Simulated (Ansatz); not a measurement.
Active spaces for C2H2O, triplet

Calculated in Ansatz's Gaussian-basis code; CASPT2, NEVPT3 by development code. Basis cc-pVTZ, nonrelativistic, 3 orbitals frozen in the corrections. State-specific CASSCF; RHF is the lowest restricted (open-shell) Hartree–Fock solution met. No symmetry is imposed, so a solution can break that of the shape. Lower solutions, or ones in other orbitals, may exist.

Geometry:

```xyz
5

C     0.0126   -0.0010   -1.2038
C    -0.0055   -0.0090    0.0819
H     0.0116    0.9491   -1.7659
H    -0.0103   -0.9361   -1.7701
O    -0.0126   -0.0128    1.2874
```

Problem. What do CASSCF and its corrections give against RHF in CAS(6,5), and what are the occupations?

Solution. CASSCF -1.256 eV, SC-NEVPT2 -13.976 eV, FIC-NEVPT2 -14.039 eV, NEVPT3 -14.569 eV, CASPT2 (IPEA 0) -14.427 eV, CASPT2 (IPEA 0.25) -14.143 eV; occupations 1.98, 1.93, 1.02, 1.01, 0.06. The MRCI reference weight is 0.897.

Problem. Roughly how much CPU time does a whole run from the default start take (median of such runs, summed over threads; nearly all runs on one pinned thread of a shared server, mostly Xeon at 2.3 to 2.6 GHz, by a development driver)?

Solution. CAS(6,5): about 11 s. Other jobs ran beside these, and the count of passes differs.
